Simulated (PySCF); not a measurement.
Method: r2SCAN-D4/def2-TZVP // r2SCAN-D4/def2-SVP (PySCF 2.14.0). All species are isolated molecules in the gas phase. 

Reference species (SMILES): `[NH2]` (neutral, multiplicity 2).

The dipole moment is 1.96 D.

Changed species: `[OH]` (free radical OH; the reference has free radical NH2).

Problem. What does the change do to the dipole moment?

Solution. the dipole moment decreases by 0.20 D, to 1.76 D.
